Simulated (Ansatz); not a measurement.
Species: F₂, charge 0, multiplicity 1. 
Geometry from a B3LYP-D3(BJ)/def2-TZVP (Ansatz, a first-principles code) optimisation:
```
F
F 1 1.3965
```
Charge 0, spin multiplicity 1.

Total electronic energies in hartree. Correlated levels leave the core frozen unless marked. No spin-orbit coupling. No relativistic terms. CBS(X,Y): correlation extrapolated as X^-3; Hartree-Fock from the larger set (for Q and 5 zeta extrapolated as (X+1)exp(-9√X)).

The Hartree-Fock reference is unstable (checked in the largest basis), which strains HF and MP2. 

```csv
level,program,energy (Eh)
revPBE/def2-TZVPD,Ansatz,-199.54536
B3LYP-D3(BJ)/def2-TZVPD,Ansatz + dftd3,___
B2PLYP/def2-TZVPD,Ansatz,-199.49610
"MP2/CBS(aug-cc-pVTZ,aug-cc-pVQZ)",Ansatz,-199.3739
RI-MP2/def2-QZVPPD,Ansatz,-199.34024
SCS-MP2/aug-cc-pVDZ,Ansatz,-199.11458
CCSD/def2-QZVPPD,Ansatz,-199.34094
"CCSD(T)/CBS(aug-cc-pVTZ,aug-cc-pVQZ)",Ansatz,-199.3933
"CCSD(T)/CBS(cc-pVQZ,cc-pV5Z)",Ansatz,-199.4001
```

Task: Some entries are withheld; supply them.

Result: 
- B3LYP-D3(BJ)/def2-TZVPD, energy (Eh): -199.60103
